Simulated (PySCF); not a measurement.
O3, singlet, geometry from GFN2-xTB; SVWN5/def2-SV(P) (PySCF).

PySCF was given this input:
```python
from pyscf import gto, scf, dft

mol = gto.Mole()
mol.atom = '''
    O    -0.06945708    1.07326302   -0.18881454
    O     0.00362457   -0.00592030    0.40975419
    O     0.06583251   -1.06734272   -0.22093965
'''
mol.basis = 'def2-sv(p)'
mol.verbose = 4
mol.build()

mf = dft.RKS(mol)
mf.xc = 'lda,vwn'
mf.kernel()
```

**Question.** Predict the main parts of the log of this PySCF run.

**Answer.** 
```
PySCF version 2.14.0

[INPUT] verbose = 4
[INPUT] num. atoms = 3
[INPUT] num. electrons = 24
[INPUT] charge = 0
[INPUT] spin (= nelec alpha-beta = 2S) = 0
[INPUT] symmetry False subgroup None
[INPUT] Mole.unit = angstrom
[INPUT] Symbol           X                Y                Z      unit          X                Y                Z       unit  Magmom
[INPUT]  1 O     -0.069457080000   1.073263020000  -0.188814540000 AA   -0.131254858612   2.028173167424  -0.356807768936 Bohr   0.0
[INPUT]  2 O      0.003624570000  -0.005920300000   0.409754190000 AA    0.006849444619  -0.011187745575   0.774323197493 Bohr   0.0
[INPUT]  3 O      0.065832510000  -1.067342720000  -0.220939650000 AA    0.124405413993  -2.016985421848  -0.417515428557 Bohr   0.0

nuclear repulsion = 70.5794798051943
number of shells = 18
number of NR pGTOs = 72
number of NR cGTOs = 42
basis = def2-sv(p)
ecp = {}

******** <class 'pyscf.dft.rks.RKS'> ********
method = RKS
initial guess = minao
damping factor = 0
level_shift factor = 0
DIIS = <class 'pyscf.scf.diis.CDIIS'>
diis_start_cycle = 1
diis_space = 8
diis_damp = 0
SCF conv_tol = 1e-09
SCF conv_tol_grad = None
SCF max_cycles = 50
direct_scf = True
direct_scf_tol = 1e-13
XC library pyscf.dft.libxc version 7.1.2
    S. Lehtola, C. Steigemann, M. J. T. Oliveira, and M. A. L. Marques,  SoftwareX 7, 1–5 (2018)
XC functionals = lda,vwn
    P. A. M. Dirac,  Math. Proc. Cambridge Philos. Soc. 26, 376 (1930)
    F. Bloch,  Z. Phys. 57, 545 (1929)
    S. H. Vosko, L. Wilk, and M. Nusair,  Can. J. Phys. 58, 1200 (1980)
radial grids:
    Treutler-Ahlrichs [JCP 102, 346 (1995); DOI:10.1063/1.469408] (M4) radial grids

becke partition: Becke, JCP 88, 2547 (1988); DOI:10.1063/1.454033
pruning grids: <function nwchem_prune>
grids dens level: 3
symmetrized grids: False
atomic radii adjust function: <function treutler_atomic_radii_adjust>
small_rho_cutoff = 0
Set gradient conv threshold to 3.16228e-05
Initial guess from minao.
tot grids = 42248
init E= -224.268067678929
  HOMO = -0.315237643325534  LUMO = -0.213116177710804  gap/eV = 2.77887
cycle= 1 E= -223.551429076475  delta_E= 0.717  |g|= 0.863  |ddm|= 2.34
  HOMO = -0.221609396043884  LUMO = -0.199796354583103  gap/eV = 0.59356
cycle= 2 E= -222.949740391637  delta_E= 0.602  |g|= 2.03  |ddm|= 1.74
  HOMO = -0.260739277064504  LUMO = -0.199437795812365  gap/eV = 1.66810
cycle= 3 E= -223.677362967668  delta_E= -0.728  |g|= 0.0923  |ddm|= 1.25
  HOMO = -0.278214127450929  LUMO = -0.21705451736961  gap/eV = 1.66424
cycle= 4 E= -223.678707653931  delta_E= -0.00134  |g|= 0.0316  |ddm|= 0.119
  HOMO = -0.271550865029899  LUMO = -0.210004707437138  gap/eV = 1.67476
cycle= 5 E= -223.678897804343  delta_E= -0.00019  |g|= 0.00677  |ddm|= 0.0318
  HOMO = -0.272505678779806  LUMO = -0.211033390901297  gap/eV = 1.67275
cycle= 6 E= -223.67889935863  delta_E= -1.55e-06  |g|= 0.0058  |ddm|= 0.00731
  HOMO = -0.272511701454856  LUMO = -0.211043582553648  gap/eV = 1.67263
cycle= 7 E= -223.678905514925  delta_E= -6.16e-06  |g|= 0.00211  |ddm|= 0.00534
  HOMO = -0.272485295563291  LUMO = -0.211033903665262  gap/eV = 1.67218
cycle= 8 E= -223.67890643971  delta_E= -9.25e-07  |g|= 3.01e-05  |ddm|= 0.00145
  HOMO = -0.272485516377422  LUMO = -0.211035074625661  gap/eV = 1.67215
cycle= 9 E= -223.67890643988  delta_E= -1.69e-10  |g|= 6.1e-06  |ddm|= 4.61e-05
  HOMO = -0.272485591555181  LUMO = -0.211035219446683  gap/eV = 1.67215
Extra cycle  E= -223.678906439878  delta_E= 1.19e-12  |g|= 7.04e-06  |ddm|= 1.03e-05
converged SCF energy = -223.678906439878
```
